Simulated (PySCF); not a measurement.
Species: C₄H₅N.
Atom-mapped SMILES: `[cH:1]1[cH:2][cH:3][nH:4][cH:5]1` (hydrogens: H6 on C1; H7 on C2; H8 on C3; H9 on N4; H10 on C5)

Structure used (PBE0-D3(BJ)/def2-SVP), in Å, numbered top down from 1:
```
atom  x, y, z in Å
C1     0.0276   -1.1872    0.1388
C2    -1.1137   -0.3988   -0.1728
C3    -0.6976    0.9144   -0.2389
N4     0.6436    0.9394    0.0197
C5     1.0998   -0.3272    0.2519
H6     0.0613   -2.2673    0.2676
H7    -2.1305   -0.7532   -0.3309
H8    -1.2505    1.8267   -0.4511
H9     1.2136    1.7726    0.0392
H10    2.1465   -0.5197    0.4768
```

Method: core-valence-separated Tamm–Dancoff BHandHLYP/aug-pcX-1 (pcseg-1 on H) in PySCF, non-relativistic, gas phase, PBE0-D3(BJ)/def2-SVP geometry. BHandHLYP without relativity tends to put these K edges a few eV too low, so spacings mean more than positions.

The lowest roots of each edge with f over 0.003 (five at most, numbered afresh; weaker and dark ones are left out), with transition dipoles (au) in the frame of the coordinates:

```csv
root,edge,E (eV),μx,μy,μz
1,C,283.86,0.0244,-0.0141,-0.1250
2,C,284.29,0.0053,-0.0030,-0.0282
3,C,284.30,0.0251,-0.0146,-0.1288
4,C,285.55,-0.0282,0.0176,-0.0075
5,C,285.57,-0.0281,-0.0425,-0.0004
6,N,400.05,-0.0126,0.0066,0.0629
7,N,400.63,0.0252,0.0371,0.0015
```

What are the oscillator strengths?

f = (2/3) ΔE |μ|², with ΔE in hartree (27.2114 eV):

| root | ΔE (Eh) | \|μ\|² (au) | f | core hole on |
| --- | --- | --- | --- | --- |
| 1 | 10.4317 | 0.016432 | 0.114 | C1/C2 |
| 2 | 10.4476 | 0.000832 | 0.006 | C3/C5 |
| 3 | 10.4477 | 0.017421 | 0.121 | C3/C5 |
| 4 | 10.4938 | 0.001163 | 0.008 | C1/C2 |
| 5 | 10.4944 | 0.002599 | 0.018 | C1/C2 |
| 6 | 14.7014 | 0.004164 | 0.041 | N4 |
| 7 | 14.7228 | 0.002009 | 0.020 | N4 |

What is the unit vector of the normal of the molecular plane, and which share of each root's |μ|² lies along it?

(0.19, -0.11, -0.98), up to sign.

```csv
root,core hole on,share along it,final orbital under reflection in the plane
1,C1/C2,1.00,odd
2,C3/C5,1.00,odd
3,C3/C5,1.00,odd
4,C1/C2,0.00,even
5,C1/C2,0.00,even
6,N4,1.00,odd
7,N4,0.00,even
```

The 1s orbitals of atoms in the plane are even under the reflection, so light polarised along the normal reaches odd orbitals alone (the out-of-plane π set) and light polarised in the plane even ones.

For fixed molecules, how does the intensity of root 1 change when the electric field is turned 70° away from the normal of the molecular plane?

Intensity goes as (E·μ)², and μ lies along that direction, so it falls to cos²70° = 0.12 of its maximum; it vanishes at 90°.

Molecules are fixed in this frame and the field points along x. What effective strengths 3 f cos²θ do the roots have (θ between field and μ)?

root 1 (C1/C2): 0.012, root 2 (C3/C5): 0.001, root 3 (C3/C5): 0.013, root 4 (C1/C2): 0.017, root 5 (C1/C2): 0.017, root 6 (N4): 0.005, root 7 (N4): 0.019. Averaged over all orientations cos²θ is 1/3, which gives f back. For degenerate partners only the sum has meaning, as the program may mix them freely.

The run took 15 s on one thread of an Arm Neoverse N1, shared host with 64 logical CPUs at a one-minute load of 50, and the process peaked at 0.76 GiB of memory.
